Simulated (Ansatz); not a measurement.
α-phase Ga, treated with PBE-D3(BJ) in Ansatz (plane waves, PAW).

Settings: plane-wave cutoff 520 eV, 14×14×12 k mesh (along the axes of the cell as run), Fermi–Dirac smearing 0.05 eV, scalar-relativistic PAW data made under PBE.

A third-order Birch–Murnaghan fit to the energies gives V0 = 19.379 Å³/atom, B0 = 56.9 GPa, B′ = 5.3.

| V (Å³/atom) | P (GPa) |
|---|---|
| 18.605 | [?] |
| 18.993 | [?] |
| 19.381 | -0.003 |
| 19.768 | [?] |
| 20.156 | -2.014 |

Estimate the withheld pressures from this fit; the answers are the runs' own values.


- 18.605, P (GPa): 2.583
- 18.993, P (GPa): 1.208
- 19.768, P (GPa): -1.073

The formula P = (3/2) B0 (x^(7/3) − x^(5/3)) [1 + (3/4)(B′ − 4)(x^(2/3) − 1)] with x = V0/V meets the computed pressures within 0.01 GPa when these rounded values are put in.

Shape and atoms are relaxed at each volume.

Note: the bulk modulus comes from volumes at which shape and atoms were relaxed.

The computed numbers hold no vibrational or temperature effects.

Ansatz is a quantum-chemistry and plane-wave program.
